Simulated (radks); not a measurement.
# Cl⁴⁺ in [Ne] 3s2 3p1: an all-electron calculation

An exercise on one series of results from a longer session: the logs are not shown, and one member is left open.

Method: Dirac Kohn-Sham, PBE, spin-unpolarised, spherical densities, finite nucleus; open shells fill j = l - 1/2 first. Code: radks (a radial shooting solver on a logarithmic mesh, Libxc functionals) version 1.

**The system**

```
element            : chlorine (Z = 17)
charge             : +4
electrons          : 13
configuration      : [Ne] 3s2 3p1
nuclear rms radius : 3.3654 fm
```

Set-up of the first run:

Settings of this run:

```text
Z 17
configuration [Ne] 3s2 3p1
relativity Dirac
functional pbe,pbe
spin unpolarised
j_filling energy
nucleus finite rms 3.3654 fm
c 137.035999084
```

One table of the session follows, with a row left open; its other results are not shown here.

It belongs to the step «Radial structure». Radial moments (bohr):

```
level     <r>  outermost maximum (interpolated)  90 % within  nodes
1s1/2       ?                                 ?            ?      ?
2s1/2  0.4425                             0.361        0.692      1
2p1/2  0.4030                             0.300        0.669      0
2p3/2  0.4053                             0.301        0.672      0
3s1/2   1.352                              1.20         1.99      2
3p1/2   1.443                              1.27         2.17      1
3p3/2   1.448                              1.27         2.17      1
```

Q: Estimate the row for 1s1/2 from the others.

The run gave: <r>: 0.09096; outermost maximum (interpolated): 0.0595; 90 % within: 0.162; nodes: 0. In the column «<r>» it is the lowest.

To keep in mind: Spin polarisation and multiplet splitting are left out.
